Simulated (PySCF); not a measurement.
Numbering as in the mapped SMILES `[CH:1]#[C:2]/[CH:3]=[CH:4]/[C:5]#[N:6]`. Hydrogens are named by the atom that carries them.

GIAO PBE0/pcSseg-1 shifts (PySCF 2.14, gas phase, non-relativistic, equivalent atoms averaged), each against references optimised in the same way as the molecule (TMS, NH3).

On the GFN2-xTB geometry: C3 138.8, C5 122.3, C4 120.3, C1 103.0, C2 85.1, N6 332.1, H(C3) 6.60, H(C4) 5.96, H(C1) 3.54 ppm.

Task: What changes on the PBE0-D3(BJ)/def2-SVP geometry?

Result: 
| atoms | δ (ppm) | change |
| --- | --- | --- |
| C3 | 138.6 | -0.2 |
| C5 | 121.9 | -0.4 |
| C4 | 121.0 | +0.7 |
| C1 | 102.5 | -0.5 |
| C2 | 82.7 | -2.4 |
| N6 | 335.7 | +3.6 |
| H(C3) | 6.41 | -0.19 |
| H(C4) | 5.79 | -0.17 |
| H(C1) | 3.90 | +0.36 |

Bonds between heavy atoms that differ most (equivalent bonds averaged): C4–C5 1.404 → 1.423 Å, C5–N6 1.148 → 1.160 Å, C2–C3 1.404 → 1.416 Å, C1–C2 1.202 → 1.214 Å, C3–C4 1.342 → 1.350 Å. Mean change of bonds to hydrogen: C–H +0.017 Å.
